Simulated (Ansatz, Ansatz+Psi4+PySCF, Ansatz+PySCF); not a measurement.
| atom | x (Å) | y (Å) | z (Å) |
| --- | --- | --- | --- |
| C | 0.0000 | -0.1845 | 0.0000 |
| C | -1.4931 | 0.0217 | 0.0000 |
| C | 0.7466 | 0.0217 | 1.2931 |
| C | 0.7466 | 0.0217 | -1.2931 |
| H | -1.7658 | 1.1549 | 0.0000 |
| H | 0.8829 | 1.1549 | 1.5292 |
| H | 0.8829 | 1.1549 | -1.5292 |
| H | -1.9645 | -0.4223 | 0.8972 |
| H | -1.9645 | -0.4223 | -0.8972 |
| H | 1.7593 | -0.4223 | 1.2527 |
| H | 0.2052 | -0.4223 | 2.1499 |
| H | 0.2052 | -0.4223 | -2.1499 |
| H | 1.7593 | -0.4223 | -1.2527 |

Basis set: cc-pVTZ (spherical functions). Left uncorrelated: 4 orbitals. Correlation on ROHF uses semicanonical orbitals with singles. Charge 0, multiplicity 2.

Computed with Ansatz (development build ahead of 0.2.0); each method stands on the lowest determinant of its kind that the runs found.

Task: Give the atomization energy at this shape (free ground-state atoms in the same class of orbitals less the molecule, no zero-point energy) of doublet C₄H₉ by ROHF-MP2, UHF-MP2.

Result:

```csv
method,atomization energy
ROHF-MP2,50.93 eV
UHF-MP2,50.90 eV
```

Caution: the shape is not the minimum.
